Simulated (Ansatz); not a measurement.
# N2: a polarisability from point charges

Program: Ansatz 0.2.0 through its Python package.

Contents of `n2.xyz`:
```text
2

N     0.46917   -0.15152    0.24172
N    -0.46917    0.15152   -0.24172
```

Run as a notebook:

```python
import ansatz as az
import numpy as np
```

```python
n2 = az.Crystal.molecule_from_extxyz("n2.xyz")
```

```python
job = n2.calculation()
job = job.basis(gaussian="def2-SVPD")
job = job.functional("hf").forces()
# charges +q and -q at -R and +R make a nearly even field 2 k q / R^2 at the centre
centre = np.mean([site.position_ang for site in n2.cartesian_sites], axis=0)
field = 2 * 14.399645 * 4.0 / 40.0 ** 2
```

```python
def dipole(axis, sign):
    arm = 40.0 * np.eye(3)[axis]
    pair = [{"charge": sign * 4.0, "position_ang": (centre - arm).tolist()}, {"charge": -sign * 4.0, "position_ang": (centre + arm).tolist()}]
    deck = job.input().set(az.key.basis.gaussian.point_charges, pair)
    return np.array(az.Session.from_dict(deck).plan().execute().report["charge_distribution"]["dipole_moment_e_ang"])


print(f"field {field:.4f} V/A")
alpha = np.array([(dipole(axis, 1) - dipole(axis, -1)) / (2 * field) * 14.399645 for axis in range(3)])
print("polarisability tensor (A^3)")
print(np.array2string(alpha, precision=3, suppress_small=True))
print(f"mean {np.trace(alpha) / 3:.3f} A^3 = {np.trace(alpha) / 3 / 0.14818471:.2f} bohr^3")
```

    field 0.0720 V/A
    polarisability tensor (A^3)
    [[ 1.942 -0.192  0.307]
     [-0.192  1.406 -0.099]
     [ 0.307 -0.099  1.503]]
    mean 1.617 A^3 = 10.91 bohr^3

The geometry is a force-field or estimated start, not a minimum of this method, and the basis set is short of its limit. The field of two point charges is only nearly even. It ran for 1.1 s on 1 thread of Arm Neoverse V2, with other jobs on the host, peak memory 0.15 GiB.
